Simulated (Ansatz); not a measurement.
Mulliken charges of hydrogen fluoride (`F`) from ωB97M-V/def2-TZVPP in Ansatz (PBE0-D4/def2-TZVP geometry).

```tsv
atom	x (Å)	y (Å)	z (Å)	charge (e)
F1	-0.390	0.145	-0.196	-0.279
H2	0.390	-0.145	0.196	0.279
```

**Question.** By hand: the dipole of these point charges (1 e Å = 4.8032 D).

**Answer.** Σ q r = (0.218, -0.081, 0.109) e Å, of length 0.257 e Å = 1.23 D.

**Question.** How does the dipole of the full density compare? (Best estimate.)

**Answer.** Ansatz gave: (0.325, -0.121, 0.164) e Å, 1.84 D; the point charges give 0.67 times that, at 0° from its direction.

Point charges leave out the atoms' own dipoles, such as those of lone pairs, and Mulliken's split depends on the basis, so the two needn't agree.
